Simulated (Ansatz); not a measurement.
**Cost against result**

The pair of H$_{2}$S (SMILES S, atoms 1–3) and C$_{2}$H$_{4}$ (SMILES C=C, atoms 4–9), both closed shells, in one local arrangement (a lower one may exist), relaxed at PBE0-D4/def2-TZVP:

S1  (-0.555, 0.313, -2.706)
H2  (-0.346, 0.178, -1.384)
H3  (0.708, -0.030, -2.998)
C4  (0.205, 0.561, 1.218)
C5  (-0.141, -0.715, 1.144)
H6  (-0.533, 1.344, 1.362)
H7  (1.239, 0.877, 1.140)
H8  (0.597, -1.497, 1.002)
H9  (-1.175, -1.031, 1.223)
(Å)

Interaction energies are counterpoise-corrected; the time is that of the whole pair.

Program: Ansatz 0.2.0. Basis: as named in each row. Cores are frozen in the correlated methods. B3LYP uses VWN-RPA correlation. Extrapolation: Hartree–Fock as exp(−7.88 √X), correlation as X^−2.97.

Times are rough, for one single point on 4 threads of a shared host (Intel Xeon Platinum 8488C).

The estimate by CCSD(T) at an estimated basis limit (MP2 extrapolated from triple and quadruple zeta, plus CCSD(T) − MP2 in triple zeta) is -0.064 eV.

```
   method        basis  time (s)  interaction energy (eV)  method less estimate
       HF       STO-3G   under 1                    0.050                 0.114
   PBE-D4       STO-3G   under 1                   -0.039                 0.025
    SPW92     def2-SVP   under 1                   -0.118                -0.054
 B3LYP-D4        6-31G   under 1                   -0.090                -0.026
   PBE-D4     def2-SVP   under 1                   -0.084                -0.020
  PBE0-D4     def2-SVP   under 1                   -0.078                -0.014
  CCSD(T)     def2-SVP   under 1                   -0.006                 0.058
  wB97M-V     def2-SVP         1                   -0.053                 0.011
   PBE-D4  def2-TZVPPD         1                   -0.088                -0.024
revPBE-D4  def2-TZVPPD         1                   -0.075                -0.011
  BLYP-D4  def2-TZVPPD         1                   -0.066                -0.003
r2SCAN-D4  def2-TZVPPD         2                   -0.073                -0.009
  PBE0-D4  def2-TZVPPD         2                   -0.082                -0.018
 B3LYP-D4  def2-TZVPPD         2                   -0.070                -0.006
 HSE06-D4  def2-TZVPPD         2                   -0.082                -0.018
   B2PLYP  def2-TZVPPD         3                   -0.034                 0.030
  wB97X-V  def2-TZVPPD         4                   -0.063                 0.001
  wB97M-V  def2-TZVPPD         4                   -0.061                 0.003
   B97M-V  def2-TZVPPD         4                   -0.067                -0.003
      MP2  def2-QZVPPD        12                   -0.075                -0.011
  CCSD(T)  def2-TZVPPD        26                   -0.053                 0.011
```

T1 diagnostic: at most 0.011.
